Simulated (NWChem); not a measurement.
The numbers come from NWChem runs, not from measurements. System: O3 (-1), charge -1, spin multiplicity 2, at a geometry optimised with UPBE/def2-SVP. The structure started from a generated list of species. Its SCF solution wasn't tested for a lower state. Level: UCCSD(T)/aug-cc-pVDZ, 3 core orbitals frozen.

Job file:

```
start mol
memory heap 100 mb stack 700 mb global 1900 mb
charge -1
geometry units angstroms nocenter noautoz
  O     -1.157090     0.000000     0.240885
  O      0.000000     0.000000    -0.481769
  O      1.157090     0.000000     0.240885
  symmetry group C2v
end
basis spherical
  * library aug-cc-pvdz
end
scf
  uhf
  nopen 1
  maxiter 100
  thresh 1e-7
  semidirect memsize 60000000 filesize 0
  # guess.movecs holds the orbitals of an unrestricted PBE0 run
  vectors input guess.movecs output mol.movecs
end
tce
  freeze core 3
  ccsd(t)
  thresh 1e-6
  maxiter 100
  tilesize 24
end
task tce energy
```

Output (cleaned and shortened):

```
             Northwest Computational Chemistry Package (NWChem) 7.3.0
             --------------------------------------------------------

                                NWChem Input Module
                                -------------------

 Scaling coordinates for geometry "geometry" by  1.889725989
 (inverse scale =  0.529177249)

 Turning off AUTOSYM since
 SYMMETRY directive was detected!

                             Geometry "geometry" -> ""
                             -------------------------

 Output coordinates in angstroms (scale by  1.889725989 to convert to a.u.)

  No.       Tag          Charge          X              Y              Z
 ---- ---------------- ---------- -------------- -------------- --------------
    1 O                    8.0000    -1.15709000     0.00000000     0.24088500
    2 O                    8.0000     0.00000000     0.00000000    -0.48176900
    3 O                    8.0000     1.15709000     0.00000000     0.24088500

 Effective nuclear repulsion energy (a.u.)      64.2856950900

            Nuclear Dipole moment (a.u.)
            ----------------------------
        X                 Y               Z
 ---------------- ---------------- ----------------
     0.0000000000     0.0000000000     0.0000151178

      Symmetry information
      --------------------

 Group name             C2v
 Group number             16
 Group order               4
 No. of unique centers     2

      Symmetry unique atoms

     1    2


 Summary of "ao basis" -> "" (spherical)
 ------------------------------------------------------------------------------
       Tag                 Description            Shells   Functions and Types
 ---------------- ------------------------------  ------  ---------------------
 *                        aug-cc-pvdz                 on all atoms

 Summary of "ao basis" -> "ao basis" (spherical)
 ------------------------------------------------------------------------------
       Tag                 Description            Shells   Functions and Types
 ---------------- ------------------------------  ------  ---------------------
 O                        aug-cc-pvdz                9       23   4s3p2d

                                 NWChem SCF Module
                                 -----------------

  ao basis        = "ao basis"
  functions       =    69
  atoms           =     3
  alpha electrons =    13
  beta  electrons =    12
  charge          =  -1.00
  wavefunction    = UHF
  use symmetry    = T
  symmetry adapt  = T

 Summary of "ao basis" -> "ao basis" (spherical)
 ------------------------------------------------------------------------------
       Tag                 Description            Shells   Functions and Types
 ---------------- ------------------------------  ------  ---------------------
 O                        aug-cc-pvdz                9       23   4s3p2d

      Symmetry analysis of basis
      --------------------------

        a1         27
        a2          9
        b1         21
        b2         12

 Forming initial guess at       0.0s

   Symmetry analysis of molecular orbitals - initial alpha
   -------------------------------------------------------

  Numbering of irreducible representations:

     1 a1          2 a2          3 b1          4 b2

  Orbital symmetries:

     1 a1          2 b1          3 a1          4 a1          5 b1
     6 a1          7 b2          8 b1          9 a1         10 a2
    11 a1         12 b1         13 b2         14 a1         15 b1
    16 a1         17 b2         18 a1         19 b1         20 a2
    21 a1         22 b2         23 b1

   Symmetry analysis of molecular orbitals - initial beta
   ------------------------------------------------------

  Numbering of irreducible representations:

     1 a1          2 a2          3 b1          4 b2

  Orbital symmetries:

     1 a1          2 b1          3 a1          4 a1          5 b1
     6 a1          7 b1          8 a1          9 b2         10 b1
    11 a1         12 a2         13 b2         14 b1         15 a1
    16 a1         17 b2         18 a1         19 b1         20 a2
    21 a1         22 b2         23 b1

 Starting SCF solution at       0.0s

 ----------------------------------------------
         Quadratically convergent UHF

 Convergence threshold     :          1.000E-07
 Maximum no. of iterations :          100
 Integral*density screening:          1.000E-09
 ----------------------------------------------

              iter       energy          gnorm     gmax       time
             ----- ------------------- --------- --------- --------
                 1     -224.3667830128  4.69D-01  1.14D-01      0.2
                 2     -224.3893248081  1.52D-01  2.58D-02      0.3
                 3     -224.3954056237  1.55D-02  6.87D-03      0.4
                 4     -224.3954848102  1.88D-04  7.78D-05      0.5
                 5     -224.3954848456  9.16D-08  4.30D-08      0.7

       Final UHF  results
       ------------------

         Total SCF energy =   -224.395484845595
      One electron energy =   -444.496549628224
      Two electron energy =    155.815369692644
 Nuclear repulsion energy =     64.285695089985

                       Sz =      0.5000
                 Sz(Sz+1) =      0.7500
                      S^2 =      0.7850

        Time for solution =      0.7s

       Symmetry analysis of molecular orbitals - alpha
       -----------------------------------------------

  Numbering of irreducible representations:

     1 a1          2 a2          3 b1          4 b2

  Orbital symmetries:

     1 a1          2 b1          3 a1          4 a1          5 b1
[...]
    30     -0.305944  2 O  pz                10      0.301136  1 O  pz
    56      0.301136  3 O  pz                33     -0.211601  2 O  pz
    27      0.188578  2 O  s

 Vector   12  Occ=1.000000D+00  E=-1.429720D-01  Symmetry=a2
              MO Center=  2.8D-16, -8.3D-16,  2.1D-01, r^2= 2.1D+00
   Bfn.  Coefficient  Atom+Function         Bfn.  Coefficient  Atom+Function
  ----- ------------  ---------------      ----- ------------  ---------------
     6      0.423915  1 O  py                52     -0.423915  3 O  py
     9      0.336618  1 O  py                55     -0.336618  3 O  py

 Vector   13  Occ=0.000000D+00  E= 2.965003D-01  Symmetry=b1
              MO Center=  8.6D-15, -1.4D-16,  5.4D-01, r^2= 1.2D+01
   Bfn.  Coefficient  Atom+Function         Bfn.  Coefficient  Atom+Function
  ----- ------------  ---------------      ----- ------------  ---------------
     4      4.763299  1 O  s                 50     -4.763299  3 O  s
    34      3.363397  2 O  px                11      1.754544  1 O  px
    57      1.754544  3 O  px                13     -1.238294  1 O  pz
    59      1.238294  3 O  pz                31      0.491361  2 O  px
    10     -0.168548  1 O  pz                56      0.168548  3 O  pz

 Vector   14  Occ=0.000000D+00  E= 3.036956D-01  Symmetry=a1
              MO Center=  2.1D-14,  4.0D-18, -5.0D-01, r^2= 1.1D+01
   Bfn.  Coefficient  Atom+Function         Bfn.  Coefficient  Atom+Function
  ----- ------------  ---------------      ----- ------------  ---------------
    27      8.365166  2 O  s                  4     -4.028050  1 O  s
    50     -4.028050  3 O  s                 36      2.420021  2 O  pz
    11     -1.773084  1 O  px                57      1.773084  3 O  px
    13      0.823926  1 O  pz                59      0.823926  3 O  pz
     8     -0.226542  1 O  px                54      0.226542  3 O  px

 Vector   15  Occ=0.000000D+00  E= 3.088625D-01  Symmetry=b2
              MO Center= -2.6D-15, -3.2D-15, -3.2D-02, r^2= 3.4D+00
   Bfn.  Coefficient  Atom+Function         Bfn.  Coefficient  Atom+Function
  ----- ------------  ---------------      ----- ------------  ---------------
    35      1.040042  2 O  py                12     -0.698959  1 O  py
    58     -0.698959  3 O  py                29      0.423281  2 O  py
    32      0.383655  2 O  py                 6     -0.243550  1 O  py
    52     -0.243550  3 O  py                 9     -0.191892  1 O  py
    55     -0.191892  3 O  py

 center of mass
 --------------
 x =   0.00000000 y =   0.00000000 z =   0.00000063

 moments of inertia (a.u.)
 ------------------
          19.886073261540           0.000000000000           0.000000000000
           0.000000000000         172.834054284781           0.000000000000
           0.000000000000           0.000000000000         152.947981023241

  Mulliken analysis of the total density
  --------------------------------------

    Atom       Charge   Shell Charges
 -----------   ------   -------------------------------------------------------
    1 O    8     8.55   2.00  0.87  1.04  0.14  2.65  1.66  0.19  0.02 -0.01
    2 O    8     7.89   2.00  0.88  0.98 -0.04  2.63  1.40 -0.05  0.04  0.06
    3 O    8     8.55   2.00  0.87  1.04  0.14  2.65  1.66  0.19  0.02 -0.01

  Mulliken analysis of the alpha density
  --------------------------------------

    Atom       Charge   Shell Charges
 -----------   ------   -------------------------------------------------------
    1 O    8     4.35   1.00  0.44  0.52  0.07  1.41  0.83  0.09  0.01 -0.01
    2 O    8     4.29   1.00  0.46  0.49 -0.03  1.61  0.76 -0.04  0.02  0.02
    3 O    8     4.35   1.00  0.44  0.52  0.07  1.41  0.83  0.09  0.01 -0.01

   Mulliken analysis of the beta density
   -------------------------------------

    Atom       Charge   Shell Charges
 -----------   ------   -------------------------------------------------------
    1 O    8     4.20   1.00  0.43  0.52  0.07  1.24  0.83  0.10  0.01 -0.00
    2 O    8     3.60   1.00  0.42  0.49 -0.01  1.02  0.64 -0.01  0.02  0.04
    3 O    8     4.20   1.00  0.43  0.52  0.07  1.24  0.83  0.10  0.01 -0.00

   Mulliken analysis of the spin density
   -------------------------------------

    Atom       Charge   Shell Charges
 -----------   ------   -------------------------------------------------------
    1 O    8     0.16   0.00  0.02  0.00 -0.01  0.17  0.00 -0.01  0.00 -0.01
    2 O    8     0.69   0.00  0.04  0.00 -0.02  0.59  0.12 -0.03 -0.00 -0.02
    3 O    8     0.16   0.00  0.02  0.00 -0.01  0.17  0.00 -0.01  0.00 -0.01

       Multipole analysis of the density wrt the origin
       ------------------------------------------------

     L   x y z        total         alpha         beta         nuclear
     -   - - -        -----         -----         ----         -------
     0   0 0 0     -1.000000    -13.000000    -12.000000     24.000000

     1   1 0 0     -0.000000      0.000000     -0.000000      0.000000
     1   0 1 0     -0.000000     -0.000000      0.000000      0.000000
     1   0 0 1     -0.469545     -0.029104     -0.440457      0.000015

     2   2 0 0    -19.405481    -48.764983    -47.138825     76.498327
     2   1 1 0     -0.000000     -0.000000      0.000000      0.000000
     2   1 0 1      0.000000      0.000000      0.000000      0.000000
     2   0 2 0    -13.776665     -7.049533     -6.727132      0.000000
     2   0 1 1     -0.000000     -0.000000     -0.000000      0.000000
     2   0 0 2    -14.347362    -12.464780    -11.828783      9.946201

                   NWChem Extensible Many-Electron Theory Module
                   ---------------------------------------------


            General Information
            -------------------
      Number of processors :     1
         Wavefunction type : Unrestricted Hartree-Fock
          No. of electrons :    25
           Alpha electrons :    13
            Beta electrons :    12
           No. of orbitals :   138
            Alpha orbitals :    69
             Beta orbitals :    69
        Alpha frozen cores :     3
         Beta frozen cores :     3
     Alpha frozen virtuals :     0
      Beta frozen virtuals :     0
         Spin multiplicity : doublet
    Number of AO functions :    69
       Number of AO shells :    27
        Use of symmetry is : on
      Symmetry adaption is : on
         Schwarz screening : 0.10D-09

          Correlation Information
          -----------------------
          Calculation type : Coupled-cluster singles & doubles w/ perturbation
   Perturbative correction : (T)
            Max iterations :      100
        Residual threshold : 0.10D-05
     T(0) DIIS level shift : 0.00D+00
     L(0) DIIS level shift : 0.00D+00
     T(1) DIIS level shift : 0.00D+00
     L(1) DIIS level shift : 0.00D+00
     T(R) DIIS level shift : 0.00D+00
     T(I) DIIS level shift : 0.00D+00
   CC-T/L Amplitude update :  5-th order DIIS
                I/O scheme : Global Array Library
        L-threshold :  0.10D-05
        EOM-threshold :  0.10D-05
 no EOMCCSD initial starts read in
 TCE RESTART OPTIONS
 SLICE:      F
 D4D5:       F
 quantumc:   F
 qrotation:  F
 pwtce:      F
 qducc:      F
 nacto:                         0
 nrotv:                         0
 nrot:                          0

            Memory Information
            ------------------
          Available GA space size is     249027278 doubles
          Available MA space size is     104853636 doubles

 Maximum block size supplied by input
 Maximum block size        24 doubles

 tile_dim =     21

 -------------------------------------------------

 Global array virtual files algorithm will be used

 Parallel file system coherency ......... OK


 half-transformed integrals in memory

 2-e (intermediate) file size =        45919845
 2-e (intermediate) file name = ./mol.v2i

 2-e integrals stored in memory



CCSD iterations
 ---------------------------------------------------------
 Iter          Residuum       Correlation     Cpu    Wall
 ---------------------------------------------------------
    1   0.2328653010375  -0.6104394330069     0.4     0.4
    2   0.0660316661465  -0.5973700331233     0.4     0.4
    3   0.0259589830580  -0.6150623876144     0.4     0.4
    4   0.0178319602340  -0.6154925510357     0.4     0.4
    5   0.0097004705468  -0.6181129412472     0.4     0.4
    6   0.0050101670873  -0.6201177149318     0.4     0.4
    7   0.0034506296705  -0.6201815633282     0.5     0.5
    8   0.0017088200577  -0.6203247548970     0.3     0.3
    9   0.0014941554238  -0.6203405721700     0.3     0.3
   10   0.0008417162578  -0.6204321570394     0.3     0.3
   11   0.0002138822517  -0.6205682126627     0.3     0.3
   12   0.0001065540167  -0.6205732912490     0.3     0.3
   13   0.0000634521312  -0.6205810580362     0.3     0.3
   14   0.0000423151963  -0.6205827880949     0.4     0.4
   15   0.0000283133730  -0.6205842809406     0.3     0.3
   16   0.0000119784060  -0.6205861093111     0.3     0.3
   17   0.0000061396872  -0.6205865049582     0.3     0.3
   18   0.0000040636292  -0.6205864341758     0.3     0.3
   19   0.0000028104027  -0.6205863849447     0.3     0.3
   20   0.0000020408157  -0.6205864106094     0.3     0.3
   21   0.0000007855874  -0.6205864160687     0.4     0.4
 -----------------------------------------------------------------
 Iterations converged
 CCSD correlation energy / hartree =        -0.620586416068737
 CCSD total energy / hartree       =      -225.016071261663996

 Singles contributions
    15b2  (beta ) ---     9b2  (beta )        0.1423333066

 Doubles contributions
 CCSD(T)
 Using plain CCSD(T) code
             total no. of tasks         1000
 total no. of tasks / no. procs         1000
                         wl_min          512           2.8
                         wl_max       592704           9.2
        thresh for no. of tasks         1000

 CCSD[T]  correction energy / hartree =        -0.031387828456065
 CCSD[T] correlation energy / hartree =        -0.651974244524802
 CCSD[T] total energy / hartree       =      -225.047459090120071
 CCSD(T)  correction energy / hartree =        -0.027452621386230
 CCSD(T) correlation energy / hartree =        -0.648039037454967
 CCSD(T) total energy / hartree       =      -225.043523883050227

 Task  times  cpu:       20.7s     wall:       20.7s

 Total times  cpu:       20.7s     wall:       20.7s
```
